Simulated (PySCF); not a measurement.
**Core-level binding energies of `FC1=CC1`**

C₃H₃F.
SMILES with atom numbers: `[F:1][C:2]1=[CH:3][CH2:4]1`

Geometry (PBE0-D3(BJ)/def2-SVP, Å), atoms numbered from 1 in this order:
```
atom  x, y, z in Å
F1    -0.736    1.050   -1.696
C2    -0.383    0.330   -0.667
C3    -0.632   -0.658    0.124
C4     0.645    0.175    0.367
H5    -1.210   -1.501    0.485
H6     1.628   -0.257    0.116
H7     0.685    0.868    1.224
```

Computed with PySCF 2.14.0, delta-SCF UKS SCAN, pcX-2 on the ionised atom, pcseg-1 elsewhere, spin-free X2C. These are vertical core ionisation energies against the vacuum level, from separate self-consistent calculations with and without the core hole.

What binding energy does each computed site have?

```tsv
atom(s)	environment	level	binding energy (eV)	above the level's lowest (eV)	count
F1	vinyl fluorine	F 1s	693.86	0.00	1
C2	vinylic C–F carbon	C 1s	293.43	+2.37	1
C4	allylic carbon	C 1s	291.56	+0.50	1
C3	alkene CH carbon	C 1s	291.06	0.00	1
```

Lowest listed C 1s: C3, bonded to C (double bond), C and H. Highest, 2.37 eV above it: C2, bonded to F, C (double bond) and C. The widest gap between neighbouring values is 1.87 eV, between 291.56 and 293.43 eV. Summing the Pauling electronegativity differences to the bonded atoms, each weighted by its formal bond order, gives -0.35 for the lowest site and +1.43 for the highest; no listed site has a larger sum than the highest. The smallest sum, -0.70, belongs to C4, 0.50 eV above the lowest.

Which photon energy gives electrons from C 1s of C3 a kinetic energy of 100 eV, and what is their de Broglie wavelength?

hν = 291.06 + 100 = 391.06 eV, recoil neglected; λ = 12.264 Å/√(E/eV) = 1.23 Å.

Spin contamination (⟨S²⟩ against 0.75 for a pure doublet) is marked for C 1s of C2 (0.86), which makes this value less certain. Isolated species at its PBE0-D3(BJ)/def2-SVP geometry, gas phase.
